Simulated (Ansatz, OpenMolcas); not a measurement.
## BF (SMILES [B]F): methods side by side

The species is BF (2 atoms), meant as a singlet with charge 0. As SMILES, `[B]F`. The coordinates come from a GFN2-xTB relaxation.

| atom | x (Å) | y (Å) | z (Å) |
| --- | --- | --- | --- |
| B | 0.0000 | 0.0000 | 0.0000 |
| F | 0.0000 | 0.0000 | 1.2444 |

Quantity: the energy change with the B1–F2 bond stretched from 1.244 to 1.895 Å, in eV. The values are calculated.

| level | kind | program | value (eV) | less CCSD(T)/STO-3G |
| --- | --- | --- | --- | --- |
| SVWN5/STO-3G (restricted) | LDA | OpenMolcas | 4.09 | -0.21 |
| PBE/STO-3G (restricted) | GGA | OpenMolcas | 3.75 | -0.55 |
| r2SCAN/STO-3G (restricted) | meta-GGA | OpenMolcas | 4.10 | -0.20 |
| B3LYP/STO-3G (restricted) | global hybrid | OpenMolcas | 4.20 | -0.10 |
| PBE0/STO-3G (restricted) | global hybrid | Ansatz | 4.36 | +0.06 |
| wB97X/STO-3G (restricted) | range-separated hybrid | Ansatz | 4.51 | +0.21 |
| B2PLYP/STO-3G (restricted) | double hybrid | Ansatz | 4.42 | +0.12 |
| MP2/STO-3G (restricted) | perturbation theory | OpenMolcas | 4.93 | +0.63 |
| CCSD(T)/STO-3G (restricted) | coupled cluster or CI | Ansatz | 4.30 | 0.00 |
| CCSDT/STO-3G (restricted) | coupled cluster or CI | Ansatz | 4.18 | -0.12 |

CCSD(T)/STO-3G (restricted) is the highest level here, not the true value. Its T1 diagnostic reaches 0.040, a sign that one reference may not serve. The first shape isn't each level's own minimum. The values span 3.75 to 4.93 eV. All rows use very small basis sets, so even the best lies far from the true value.
